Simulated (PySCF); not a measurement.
## [C3H3]+: core ionisation energies

Species: C3H3 (charge +1).
Z-matrix (Å and degrees, PBE0-D3(BJ)/def2-SVP geometry), rows numbered from 1:
```
C 
C   1  1.3639
C   2  1.3638  1   60.00
H   1  1.0940  2  150.00  3   179.99
H   2  1.0940  1  150.01  3   179.96
H   3  1.0940  1  149.99  2   179.98
```

Computed with delta-SCF UKS SCAN, pcX-2 on the ionised atom, pcseg-1 elsewhere, spin-free X2C (PySCF). Vertical ΔSCF values, vacuum level as zero.

Question: Give the core binding energies atom by atom.

Answer: 
```tsv
atom(s)	environment	level	binding energy (eV)	count
C1/C2/C3	unsaturated ring CH carbon	C 1s	300.45	3
```

Question: Which photon energy gives electrons from C 1s of C1/C2/C3 a kinetic energy of 20 eV, and what is their de Broglie wavelength?

Answer: hν = 300.45 + 20 = 320.45 eV, recoil neglected; λ = 12.264 Å/√(E/eV) = 2.74 Å.

Question: What is the longest wavelength that can ionise C 1s of C1/C2/C3 vertically?

Answer: λ = hc/E = 12398.42 eV Å / 300.45 eV = 41.266 Å.

Atoms equivalent by their bonding share one computed value, that of the first of them. The species carries charge +1, so core ionisation leaves charge +2. Geometry: PBE0-D3(BJ)/def2-SVP; no solvent, vibrations or thermal averaging.
